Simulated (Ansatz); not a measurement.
# Dissociation curves of CH2Cl2 (dichloromethane)

CH2Cl2 has 5 atoms, charge 0, and is taken as a singlet. SMILES: `ClCCl`. The shape is that of a PBE0-D4/def2-TZVP optimisation.

| atom | x (Å) | y (Å) | z (Å) |
| --- | --- | --- | --- |
| Cl | 1.6307 | -0.3387 | 0.2654 |
| C | -0.1011 | -0.0827 | 0.0629 |
| Cl | -0.4742 | 1.2845 | -0.9848 |
| H | -0.5250 | -0.9767 | -0.3841 |
| H | -0.5304 | 0.1136 | 1.0406 |

The Cl1–C2 distance is scanned; the parts on either side stay rigid. Basis STO-3G, 11 core orbitals frozen in the correlated methods; program Ansatz 0.2.0. FCI is exact within this basis and core. Energies in eV from each method's value at 1.762 Å; methods without a U are spin-restricted. The shape above is that at 1.762 Å.

| distance (Å) | HF | revPBE | r2SCAN | MP2 | CCSD | CCSDT | CCSDT(Q) | FCI |
| --- | --- | --- | --- | --- | --- | --- | --- | --- |
| 1.762 | 0.00 | 0.00 | 0.00 | 0.00 | 0.00 | 0.00 | 0.00 | 0.00 |
| 2.203 | 1.51 | 0.73 | 0.89 | 1.09 | 0.89 | 0.87 | 0.87 | 0.87 |
| 2.644 | 4.11 | 2.33 | 2.65 | 3.05 | 2.47 | 2.40 | 2.39 | 2.39 |
| 3.525 | 7.28 | 4.13 | 4.62 | 4.55 | 3.39 | 3.25 | 3.26 | 3.25 |
| 4.406 | 8.33 | 4.59 | 5.10 | 3.78 | 3.43 | 3.28 | 3.31 | 3.27 |

Departure from the FCI curve at its largest: HF +5.05 eV at 4.41 Å; revPBE +1.31 eV at 4.41 Å; r2SCAN +1.83 eV at 4.41 Å; MP2 +1.30 eV at 3.52 Å; CCSD +0.16 eV at 4.41 Å; CCSDT +0.01 eV at 2.64 Å; CCSDT(Q) +0.04 eV at 4.41 Å. The curve of MP2 turns over, which the reference doesn't. Restricted functionals keep the electrons paired too, and rise too high. Restricted Hartree–Fock keeps the electrons paired, so it rises far too high as the bond breaks.
